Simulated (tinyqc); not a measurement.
UHF in the sto-3g basis, for H2O, spin multiplicity 3, step by step (part 2 of 2). This run ends on a higher stationary point, not on the lowest solution. Computed by tinyqc, a small Python program that keeps every step (integrals from PySCF). Command: `OMP_NUM_THREADS=1 python tinyqc.py 25605 25606 out.jsonl` (the two numbers bound the seeds that draw the settings). One thread of a shared host (Intel(R) Xeon(R) Processor @ 2.60GHz), about 0.2 s of CPU time with the checks.

Geometry (angstrom):
```
atom         x          y         z
O     0.000000   0.000000  0.000000
H     0.000000   0.765000  0.616000
H     0.000000  -0.765000  0.616000
```

## Iteration 2: DIIS over 2 matrices

error matrix X^T (FDS - SDF) X (alpha):
```
           1          2         3         4          5          6          7
1   0.000000  -0.006367  0.000000  0.000000  -0.013594   0.013559   0.013559
2   0.006367   0.000000  0.000000  0.000000   0.061256  -0.046085  -0.046085
3   0.000000   0.000000  0.000000  0.000000   0.000000   0.000000   0.000000
4   0.000000   0.000000  0.000000  0.000000   0.000000   0.000000   0.000000
5   0.013594  -0.061256  0.000000  0.000000   0.000000   0.032054   0.032054
6  -0.013559   0.046085  0.000000  0.000000  -0.032054   0.000000   0.000000
7  -0.013559   0.046085  0.000000  0.000000  -0.032054   0.000000   0.000000
```

B (overlaps of the stored error matrices):
```
               1              2
1  6.5981083e-01  1.2301370e-01
2  1.2301370e-01  3.9025243e-02
```

Minimise |sum c_i e_i|^2 with sum c_i = 1: solve [B -1; -1 0][c; lambda] = [0; -1] with B_ij = tr e_i^T e_j summed over both spins, and take F = sum c_i F_i.

DIIS coefficients: -0.185483  1.185483

extrapolated F(alpha) (hartree), lower triangle:
```
             1O 1s      1O 2s     1O 2px     1O 2py     1O 2pz      2H 1s      3H 1s
1O 1s   -20.329214
1O 2s    -5.207384  -2.599170
1O 2px    0.000000   0.000000  -0.579512
1O 2py    0.000000   0.000000   0.000000  -0.640317
1O 2pz   -0.025468  -0.101783   0.000000   0.000000  -0.463045
2H 1s    -1.134819  -1.021274   0.000000  -0.349274  -0.375275  -0.630679
3H 1s    -1.134819  -1.021274   0.000000   0.349274  -0.375275  -0.352826  -0.630679
```

extrapolated F(beta) (hartree), lower triangle:
```
             1O 1s      1O 2s    1O 2px     1O 2py     1O 2pz      2H 1s      3H 1s
1O 1s   -20.287641
1O 2s    -5.151992  -2.350626
1O 2px    0.000000   0.000000  0.322420
1O 2py    0.000000   0.000000  0.000000  -0.338774
1O 2pz   -0.027416  -0.122083  0.000000   0.000000  -0.430093
2H 1s    -1.123702  -0.951272  0.000000  -0.370453  -0.343482  -0.427941
3H 1s    -1.123702  -0.951272  0.000000   0.370453  -0.343482  -0.353954  -0.427941
```

## Iteration 2: diagonalisation and new density

X, lower triangle:
```
            1O 1s      1O 2s    1O 2px     1O 2py     1O 2pz      2H 1s     3H 1s
1O 1s    1.024100
1O 2s   -0.142095   1.227889
1O 2px   0.000000   0.000000  1.000000
1O 2py   0.000000   0.000000  0.000000   1.103123
1O 2pz  -0.009953   0.106104  0.000000   0.000000   1.054662
2H 1s    0.021451  -0.280787  0.000000  -0.218563  -0.145146   1.194413
3H 1s    0.021451  -0.280787  0.000000   0.218563  -0.145146  -0.088141  1.194413
```

Diagonalise F' = X^T F X, C = X C', fill 6 alpha and 4 beta electrons from the bottom; D(s) = C_occ C_occ^T. Each column has its largest component positive (the first on a tie).

F' = X^T F X (alpha) (hartree), lower triangle:
```
            1          2          3          4          5          6          7
1  -19.945482
2   -2.708773  -1.426127
3    0.000000   0.000000  -0.579512
4    0.000000   0.000000   0.000000  -0.468893
5   -0.054947   0.119229   0.000000   0.000000  -0.312869
6   -0.167019  -0.484501   0.000000  -0.295257  -0.321949  -0.133437
7   -0.167019  -0.484501   0.000000   0.295257  -0.321949  -0.006840  -0.133437
```

orbital energies (alpha) (hartree): MO1 -20.339084, MO2 -1.383872, MO3 -0.749015, MO4 -0.579512, MO5 -0.575081, MO6 0.153526, MO7 0.473284

coefficients C (alpha):
```
              MO1        MO2        MO3       MO4        MO5        MO6        MO7
1O 1s    0.993784  -0.243033   0.000000  0.000000   0.089156   0.000000  -0.123973
1O 2s    0.027839   0.890142   0.000000  0.000000  -0.474596   0.000000   0.823695
1O 2px   0.000000   0.000000   0.000000  1.000000   0.000000   0.000000   0.000000
1O 2py   0.000000   0.000000   0.743876  0.000000   0.000000  -0.871245   0.000000
1O 2pz   0.004238   0.102577   0.000000  0.000000   0.783897   0.000000   0.735369
2H 1s   -0.006190   0.121191   0.323741  0.000000   0.282948   0.874891  -0.785814
3H 1s   -0.006190   0.121191  -0.323741  0.000000   0.282948  -0.874891  -0.785814
```

F' = X^T F X (beta) (hartree), lower triangle:
```
            1          2         3          4          5          6         7
1  -19.912716
2   -2.686404  -1.141508
3    0.000000   0.000000  0.322420
4    0.000000   0.000000  0.000000  -0.062047
5   -0.052235   0.095643  0.000000   0.000000  -0.293254
6   -0.167431  -0.515035  0.000000  -0.457097  -0.308056   0.148713
7   -0.167431  -0.515035  0.000000   0.457097  -0.308056  -0.112597  0.148713
```

orbital energies (beta) (hartree): MO1 -20.295261, MO2 -1.180269, MO3 -0.566713, MO4 -0.471329, MO5 0.322420, MO6 0.635497, MO7 0.765976

coefficients C (beta):
```
              MO1        MO2        MO3        MO4       MO5        MO6        MO7
1O 1s    0.994604  -0.231106   0.000000   0.093118  0.000000  -0.136644   0.000000
1O 2s    0.024244   0.837783   0.000000  -0.453978  0.000000   0.887851   0.000000
1O 2px   0.000000   0.000000   0.000000   0.000000  1.000000   0.000000   0.000000
1O 2py   0.000000   0.000000   0.679313   0.000000  0.000000   0.000000   0.922471
1O 2pz   0.003947   0.152156   0.000000   0.845068  0.000000   0.654596   0.000000
2H 1s   -0.005291   0.154874   0.385803   0.190872  0.000000  -0.807368  -0.849352
3H 1s   -0.005291   0.154874  -0.385803   0.190872  0.000000  -0.807368   0.849352
```

D(alpha) after iteration 2, lower triangle:
```
            1O 1s      1O 2s    1O 2px     1O 2py    1O 2pz      2H 1s     3H 1s
1O 1s    1.054621
1O 2s   -0.230981   1.018369
1O 2px   0.000000   0.000000  1.000000
1O 2py   0.000000   0.000000  0.000000   1.312419
1O 2pz   0.049172  -0.280609  0.000000   0.000000  0.625035
2H 1s   -0.010379  -0.026580  0.000000  -0.521422  0.234207   0.965027
3H 1s   -0.010379  -0.026580  0.000000   0.521422  0.234207  -0.775457  0.965027
```

D(beta) after iteration 2, lower triangle:
```
            1O 1s      1O 2s    1O 2px     1O 2py    1O 2pz      2H 1s     3H 1s
1O 1s    1.051319
1O 2s   -0.211778   0.908563
1O 2px   0.000000   0.000000  0.000000
1O 2py   0.000000   0.000000  0.000000   0.461467
1O 2pz   0.047452  -0.256072  0.000000   0.000000  0.737307
2H 1s   -0.023281   0.042971  0.000000   0.262081  0.184844   0.209289
3H 1s   -0.023281   0.042971  0.000000  -0.262081  0.184844  -0.088398  0.209289
```

## Iteration 9 (converged): orbitals

converged F(alpha) (hartree), lower triangle:
```
             1O 1s      1O 2s     1O 2px     1O 2py     1O 2pz      2H 1s      3H 1s
1O 1s   -20.385535
1O 2s    -5.217570  -2.631291
1O 2px    0.000000   0.000000  -0.610775
1O 2py    0.000000   0.000000   0.000000  -0.670355
1O 2pz   -0.024293  -0.101737   0.000000   0.000000  -0.447869
2H 1s    -1.136931  -1.020376   0.000000  -0.351259  -0.382379  -0.632646
3H 1s    -1.136931  -1.020376   0.000000   0.351259  -0.382379  -0.356213  -0.632646
```

converged F(beta) (hartree), lower triangle:
```
             1O 1s      1O 2s    1O 2px     1O 2py     1O 2pz      2H 1s      3H 1s
1O 1s   -20.342619
1O 2s    -5.162851  -2.382329
1O 2px    0.000000   0.000000  0.292373
1O 2py    0.000000   0.000000  0.000000  -0.344982
1O 2pz   -0.026174  -0.114386  0.000000   0.000000  -0.447275
2H 1s    -1.125722  -0.953036  0.000000  -0.371711  -0.348009  -0.429966
3H 1s    -1.125722  -0.953036  0.000000   0.371711  -0.348009  -0.351414  -0.429966
```

As before.

F' = X^T F X (alpha) (hartree), lower triangle:
```
            1          2          3          4          5          6          7
1  -20.002451
2   -2.706536  -1.473565
3    0.000000   0.000000  -0.610775
4    0.000000   0.000000   0.000000  -0.503395
5   -0.053545   0.120342   0.000000   0.000000  -0.292292
6   -0.169281  -0.472177   0.000000  -0.291411  -0.330854  -0.136363
7   -0.169281  -0.472177   0.000000   0.291411  -0.330854  -0.011458  -0.136363
```

orbital energies (alpha) (hartree): MO1 -20.395234, MO2 -1.408460, MO3 -0.767641, MO4 -0.610775, MO5 -0.580973, MO6 0.139342, MO7 0.468539

coefficients C (alpha):
```
              MO1        MO2        MO3       MO4        MO5        MO6        MO7
1O 1s    0.993841  -0.245655   0.000000  0.000000   0.088849   0.000000  -0.118447
1O 2s    0.027594   0.907124   0.000000  0.000000  -0.483923   0.000000   0.799391
1O 2px   0.000000   0.000000   0.000000  1.000000   0.000000   0.000000   0.000000
1O 2py   0.000000   0.000000   0.761787  0.000000   0.000000  -0.855629   0.000000
1O 2pz   0.004142   0.099390   0.000000  0.000000   0.764110   0.000000   0.756335
2H 1s   -0.006134   0.107409   0.305525  0.000000   0.307108   0.881418  -0.778716
3H 1s   -0.006134   0.107409  -0.305525  0.000000   0.307108  -0.881418  -0.778716
```

F' = X^T F X (beta) (hartree), lower triangle:
```
            1          2         3          4          5          6         7
1  -19.968012
2   -2.685913  -1.182122
3    0.000000   0.000000  0.292373
4    0.000000   0.000000  0.000000  -0.068825
5   -0.051732   0.103178  0.000000   0.000000  -0.308118
6   -0.168679  -0.509359  0.000000  -0.456220  -0.312765   0.146001
7   -0.168679  -0.509359  0.000000   0.456220  -0.312765  -0.108617  0.146001
```

orbital energies (beta) (hartree): MO1 -20.350135, MO2 -1.201178, MO3 -0.572256, MO4 -0.497680, MO5 0.292373, MO6 0.628124, MO7 0.758049

coefficients C (beta):
```
              MO1        MO2        MO3        MO4       MO5        MO6        MO7
1O 1s    0.994644  -0.233839   0.000000   0.090183  0.000000  -0.133646   0.000000
1O 2s    0.024075   0.853933   0.000000  -0.446328  0.000000   0.876272   0.000000
1O 2px   0.000000   0.000000   0.000000   0.000000  1.000000   0.000000   0.000000
1O 2py   0.000000   0.000000   0.679551   0.000000  0.000000   0.000000   0.922296
1O 2pz   0.003856   0.143674   0.000000   0.842375  0.000000   0.659962   0.000000
2H 1s   -0.005257   0.143863   0.385584   0.199938  0.000000  -0.807211  -0.849451
3H 1s   -0.005257   0.143863  -0.385584   0.199938  0.000000  -0.807211   0.849451
```

D(alpha) after iteration 9, lower triangle:
```
            1O 1s      1O 2s    1O 2px     1O 2py    1O 2pz      2H 1s     3H 1s
1O 1s    1.055961
1O 2s   -0.238412   1.057817
1O 2px   0.000000   0.000000  1.000000
1O 2py   0.000000   0.000000  0.000000   1.312419
1O 2pz   0.047591  -0.279496  0.000000   0.000000  0.593760
2H 1s   -0.005195  -0.051353  0.000000  -0.521422  0.245314   0.976132
3H 1s   -0.005195  -0.051353  0.000000   0.521422  0.245314  -0.764353  0.976132
```

D(beta) after iteration 9, lower triangle:
```
            1O 1s      1O 2s    1O 2px     1O 2py    1O 2pz      2H 1s     3H 1s
1O 1s    1.052129
1O 2s   -0.215988   0.928990
1O 2px   0.000000   0.000000  0.000000
1O 2py   0.000000   0.000000  0.000000   0.461790
1O 2pz   0.046207  -0.253195  0.000000   0.000000  0.730253
2H 1s   -0.020839   0.033485  0.000000   0.262024  0.189072   0.209374
3H 1s   -0.020839   0.033485  0.000000  -0.262024  0.189072  -0.087975  0.209374
```

## Convergence

Stop when the energy changes by less than 1e-08 hartree and every element of the error matrix X^T (F D S - S D F) X (for each spin) is below 3e-05.

Course of the cycle:
```
iteration   E (hartree)     change  largest element of the error matrix
1          -74.31101127          -                             1.86e-01
2          -74.48449045  -1.73e-01                             6.13e-02
3          -74.50522639  -2.07e-02                             1.47e-02
4          -74.50602531  -7.99e-04                             2.47e-03
5          -74.50605650  -3.12e-05                             1.09e-03
6          -74.50606446  -7.96e-06                             2.65e-04
7          -74.50606480  -3.38e-07                             7.25e-05
8          -74.50606482  -2.46e-08                             8.44e-06
9          -74.50606482  -5.23e-10                             7.23e-07
```

PySCF UHF in the same basis, after a stability check = -74.60494407 hartree

Converged in 9 iterations. But the solution lies 0.09888 hartree above the reference: it is another stationary point, not the lowest one. Reruns (cap 100 unless said): DIIS 8: converged in 9 to a higher stationary point; damping 0.5: converged in 30 to a higher stationary point; level shift 0.5: converged in 22 to a higher stationary point; atomic densities as start, DIIS 8: converged in 8.

## Populations, bond orders and dipole

overlap S, lower triangle:
```
           1O 1s     1O 2s    1O 2px     1O 2py    1O 2pz     2H 1s     3H 1s
1O 1s   1.000000
1O 2s   0.236704  1.000000
1O 2px  0.000000  0.000000  1.000000
1O 2py  0.000000  0.000000  0.000000   1.000000
1O 2pz  0.000000  0.000000  0.000000   0.000000  1.000000
2H 1s   0.050866  0.458556  0.000000   0.299584  0.241234  1.000000
3H 1s   0.050866  0.458556  0.000000  -0.299584  0.241234  0.245946  1.000000
```

Mulliken: Z minus the diagonal of D S on the atom; Loewdin: the same with S^(1/2) D S^(1/2); Mayer order: 2 sum_s sum (D(s) S)_ij (D(s) S)_ji over the two atoms.

Charges (e):
```
atom   Mulliken    Loewdin  Mulliken spin
1O    -0.013122   0.140490       1.317684
2H     0.006561  -0.070245       0.341158
3H     0.006561  -0.070245       0.341158
```

Mayer bond orders:
```
pair     order
2-1   0.656121
3-1   0.656121
3-2   0.227447
```

dipole moment about the origin, x y z (debye): 0.000000  0.000000  0.454805

<S^2> of the determinant (pure state: 2) = 2.015558
